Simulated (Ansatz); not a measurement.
`OC=C(F)F`, relaxed with RKS PBE-D4/def2-SVP in Ansatz 0.2.0 from a rough embedded geometry. The force threshold is 0.03 eV/Å; the program also tests the step.

Charge 0, multiplicity 1.

Start:

```xyz
7

O    -0.403   -1.348    0.258
C    -0.024   -0.092    0.357
C     0.192    0.652   -0.716
F     0.055    0.266   -1.935
F     0.622    1.957   -0.544
H    -0.561   -1.734    1.202
H     0.118    0.298    1.378
```

Task: How much energy does the relaxation release, and in how many steps? (Estimate.)

Result: Ansatz gave: 6.77 kcal/mol, in 19 steps, 4 of them rejected.

Task: Which bonds change most? (Estimate.)

Result: The calculation gave: O1–H6 from 1.032 to 0.973 Å; C3–F5 from 1.384 to 1.331 Å; O1–C2 from 1.316 to 1.369 Å; C3–F4 from 1.286 to 1.326 Å.

Task: Give the relaxed structure. (Estimate.)

Result: The calculation gave: 
```xyz
7

O    -0.255   -1.437    0.300
C     0.029   -0.103    0.413
C     0.187    0.675   -0.674
F     0.034    0.271   -1.928
F     0.561    1.950   -0.604
H    -0.757   -1.705    1.090
H     0.201    0.348    1.404
```
